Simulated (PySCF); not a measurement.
Molecule: SMILES C[PH](C)=S, C2H7PS.

Bonds (- single, = double, # triple, : aromatic): C1-P2 1.822 Å, P2-C3 1.821 Å, P2=S4 1.943 Å. C1 carries H5, H6, H7; P2 carries H8; C3 carries H9, H10, H11.

Geometry PBE0-D3(BJ)/def2-SVP throughout; GIAO in PySCF 2.14, gas phase, one conformer, non-relativistic; equivalent atoms averaged; basis pcSseg-2.

Question: How do the absolute shieldings σ depend on the functional? (ppm; last column core-seconds on 1 thread of an Arm Neoverse V2, shared host)

Answer: 
```csv
functional,kind,C1/C3,P2,S4,H8,H5/H6/H7/H9/H10/H11,core-s
WP04,global hybrid,149.3,276.8,689.9,24.85,30.20,24
B97-2,global hybrid,160.6,316.0,732.0,24.18,29.93,22
BHandHLYP,global hybrid,161.6,305.6,737.3,24.68,30.05,23
CAM-B3LYP,range-separated hybrid,158.9,291.8,716.0,24.38,29.93,32
wB97X-D,range-separated hybrid,161.1,307.0,733.6,24.42,29.96,31
LC-wPBE,range-separated hybrid,166.0,316.7,759.5,24.64,29.94,38
```

Question: Which nucleus moves most, in ppm?

Answer: S4 (sulfur bonded to P): from 689.9 ppm with WP04 to 759.5 ppm with LC-wPBE. The smallest spread is 0.27 ppm, at H5/H6/H7/H9/H10/H11. Proton shifts span only some 12 ppm, so a few tenths of a ppm matter as much there as several ppm in carbon.
